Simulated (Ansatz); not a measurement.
Palladium, fcc: convergence with cold smearing

Computed with Ansatz, PBE, scalar-relativistic PAW, on the relaxed cell (a = 3.947 Å; ferromagnetic, net 0.28 μB per atom). Errors count from a run at 420 eV on a Γ-centred 22×22×22 mesh with Fermi-Dirac smearing of 0.05 eV, extrapolated to zero width. Fixed here: cutoff 420 eV, mesh 14×14×14.

| width (eV) | E(σ→0) error (meV/atom) | F error (meV/atom) | P (GPa) | sphere moment (μB) | SCF iterations |
| --- | --- | --- | --- | --- | --- |
| 0.01 | 3.1 | 3.1 | -0.04 | 0.46 | 51 |
| 0.03 | 3.0 | 3.0 | -0.01 | 0.47 | 17 |
| 0.1 | 2.8 | 2.9 | 0.04 | 0.49 | 14 |
| 0.3 | 7.2 | 5.5 | -0.44 | 0.20 | 18 |
| 0.6 | -2.1 | 5.6 | -1.20 | 0.00 | 18 |
| 1.0 | -9.1 | 46.3 | -3.21 | 0.00 | 16 |

Problem. What does the run at 0.2 give (width)?

Solution. E(σ→0) error (meV/atom): 2.6; F error (meV/atom): 4.3; P (GPa): -0.04; sphere moment (μB): 0.47; SCF iterations: 17.
